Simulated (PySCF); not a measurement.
Mapped SMILES: `[CH2:1]=[CH:2][S:3]([CH3:4])(=[O:5])=[O:6]`; H(Xn) means a hydrogen on atom n. Ha(C1) is cis to S3; Hb(C1) is trans to S3.

- B97-2/pcSseg-2 with gauge-including orbitals
- geometry: PBE0-D3(BJ)/def2-TZVP
- program: PySCF
- equivalent nuclei averaged, single conformer, no solvent, non-relativistic

References, each an isolated molecule treated in the same way: ¹³C, ¹H against TMS; ³³S vs CS2; H2O for ¹⁷O.

| atoms | nucleus | count | δ (ppm) |
| --- | --- | --- | --- |
| O5/O6 | ¹⁷O | 2 | ? |
| Ha(C1) | ¹H | 1 | ? |
| C4 | ¹³C | 1 | 42.7 |
| Hb(C1) | ¹H | 1 | 6.22 |
| H(C2) | ¹H | 1 | 6.76 |
| C1 | ¹³C | 1 | 137.1 |
| C2 | ¹³C | 1 | ? |
| S3 | ³³S | 1 | 316 |
| H(C4) | ¹H | 3 | 2.47 |

Q: Fill in the missing shifts.

A: 
- C2: 147.5 ppm, alkene CH; the olefinic region
- Ha(C1): 6.77 ppm, hydrogen on a terminal =CH2 carbon; a vinylic proton, deshielded by the sp2 carbon and the C=C anisotropy
- O5/O6: 191.5 ppm, S=O oxygen

Shifts are as computed. Against solution values, carbons near 30 ppm lie about +3 ppm off and those near 130 ppm about +7 ppm. Of 1211 compounds with measured shifts, 218 miss one by over three times the rms of a fit or turn the order of signals round; such compounds aren't used in these exercises. Experimental scales use liquid or dissolved standards, which lie at an offset from isolated H2O (liquid H2O: subtract about 36 ppm).
